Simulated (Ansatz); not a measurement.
**P₂⁺, doublet in 6-31G: errors against full CI**

Geometry: a point of a stretch scan, not a stationary point.

```yaml
atoms:
  - { symbol: P, position_ang: [0.0000, 0.0000, 0.0000] }
  - { symbol: P, position_ang: [0.0000, 0.0000, 2.4390] }
```

Basis 6-31G; Ansatz 0.2.0. Correlated methods freeze the noble-gas cores, which leaves 9 electrons in 16 orbitals. Prefix R: restricted or restricted open-shell reference; prefix U: unrestricted. Active spaces: valence = (9e, 8o) chosen from the atoms' valence shells; pair = (3e, 3o) about the gap.

Full CI is exact within this basis and frozen core; it isn't the basis-set limit. The frozen core follows each run's orbitals, which can shift R against U totals by a few meV.

Coupled cluster chose its determinant by a search with trial CCSD, here up to 2.40 eV above the lowest Hartree–Fock solution of its kind, and MP2 stands on that determinant too.

* UHF ⟨S²⟩: 2.596
* ⟨S²⟩ of the determinant under UCCSD: 0.750
* T1 diagnostic (RCCSD): 0.0197
* largest doubles amplitude (RCCSD): 0.296
* T1 diagnostic (UCCSD): 0.0196

```
    level  E − E(determinant under the R cluster runs) (eV)
     RMP2                                           -4.7131
   RCCSD*                                           -4.4401
   UCCSD*                                           -4.4401
RCCSD(T)*                                           -4.6511
UCCSD(T)*                                           -4.6510
```

**Question.** Estimate how far full CI in 6-31G lies from RCCSD(T). The table doesn't fix it; the size of (T) and the diagnostics are the guide.

**Answer.** Full CI in 6-31G lies 5.78 mEh below RCCSD(T), which is 75 % of the (T) step (-7.75 mEh). A doubles amplitude is large, and the rest is a large part of (T). The miss exceeds 1 kcal/mol.

The other levels:

| level | E − E(full CI) (mEh) | share of correlation (%) | wall time |
| --- | --- | --- | --- |
| BCCD(T)* | 5.86 | 96.68 | 3.5 s |
| RCCSDT* | 5.41 | 96.94 | – |
| UCCSDT* | 5.40 | 96.94 | – |
| RCCSDT(Q)* | 0.11 | 99.94 | 11 s |
| UCCSDT(Q)* | 0.16 | 99.91 | 12 s |
| RCCSDTQ* | 0.77 | 99.56 | 66 s |
| UCCSDTQ* | 0.77 | 99.56 | 69 s |
| CASSCF (pair space) | 107.34 | 39.26 | – |
| NEVPT2 (pair space) | 41.56 | 76.48 | 0.87 s |
| MRCISD (pair space) | 20.37 | 88.47 | – |
| MRCISD+Q (pair space) | 5.42 | 96.93 | 0.96 s |
| CASSCF (valence space) | 29.57 | 83.27 | – |
| NEVPT2 (valence space) | 8.12 | 95.40 | 2.4 s |
| MRCISD (valence space) | 0.69 | 99.61 | – |
| MRCISD+Q (valence space) | 0.07 | 99.96 | 3.1 s |
| MRCISD+Q(relaxed) (valence space) | -0.04 | 100.02 | 3.5 s |

An asterisk marks runs whose energy the program itself flagged as in doubt.

The correlation energy at full CI, counted from the determinant under the R cluster runs, is -4.808 eV. That run took 34 s on 1 thread of Arm Neoverse V1, shared host over 993,720 determinants.

Run but not shown, since their state, orbitals or frozen core can't be matched to the reference's or they repeat it: RHF, UHF, UMP2, CISD, CISDTQ.

Times hold each run's SCF and search for its determinant on a shared host, so for small cases they say little of a method's own cost; they ran on 1 thread of Arm Neoverse V1. Some runs computed forces too.

The full-CI state has the irrep B3u of D2h, in the program's axes (one component, if the state is degenerate).

Natural occupations of full CI about the gap: 1.976 1.960 1.889 1.729 0.931 0.273 0.108 0.103 0.008 0.006; effectively unpaired electrons, Σ n²(2−n)², 1.56.
